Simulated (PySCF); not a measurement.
Geometry:
```
atom   x (Å)   y (Å)   z (Å)
 Cl1   2.391   0.442   0.365
  C2   1.037  -0.185  -0.610
  C3  -0.243   0.463  -0.191
  C4  -1.116  -0.169   0.787
  O5  -1.416  -0.218  -0.601
  H6   0.987  -1.264  -0.464
  H7   1.268   0.027  -1.653
  H8  -0.278   1.546  -0.300
  H9  -1.785   0.443   1.385
 H10  -0.814  -1.115   1.232
```

Geometry: PBE0-D3(BJ)/def2-TZVP; GIAO shifts from PySCF 2.14.0 with density-fitted response routines, gas phase, non-relativistic, averaged over equivalent atoms.

At wB97X-D/pcSseg-2 (257 basis functions, 50 s wall time on 1 thread of an Arm Neoverse V1, shared host):
```
atoms  δ (ppm)
  Cl1     56.1
   C3     54.5
   C2     51.4
   C4     50.8
   O5     20.1
   H7     3.92
   H8     2.89
   H9     2.71
   H6     2.69
  H10     2.37
```

References, each an isolated molecule treated in the same way: ³⁵Cl (σref 940.66) against HCl; ¹³C (σref 186.29) and ¹H (σref 31.63) vs TMS; ¹⁷O (σref 328.24) vs H2O.

**Question.** Estimate the result of repeating the calculation with B97-2/pcSseg-2.

**Answer.** 
| atoms | δ at B97-2/pcSseg-2 | change |
| --- | --- | --- |
| Cl1 | 59.3 | +3.2 |
| C3 | 54.0 | -0.5 |
| C2 | 52.0 | +0.6 |
| C4 | 50.4 | -0.4 |
| O5 | 24.4 | +4.3 |
| H7 | 4.01 | +0.09 |
| H8 | 2.88 | -0.01 |
| H9 | 2.70 | -0.01 |
| H6 | 2.74 | +0.05 |
| H10 | 2.34 | -0.03 |

Shifts are taken against calculated references (same method and geometry level): ³⁵Cl (σ = 941.52 ppm) against HCl; ¹³C (σ = 185.38 ppm) and ¹H (σ = 31.64 ppm) against TMS; H2O for ¹⁷O (σ = 327.66 ppm).

The largest change is at O5 (ether oxygen). Cost: 257 basis functions, 37 s wall time on 1 thread of an Arm Neoverse V1, shared host. The order of the carbon signals is the same at both levels.

Carbons that carry Cl, above all several Cl atoms, come out too deshielded, partly because spin–orbit coupling is missing. Experimental scales use liquid or dissolved standards, which lie at an offset from isolated H2O (liquid H2O: subtract about 36 ppm).
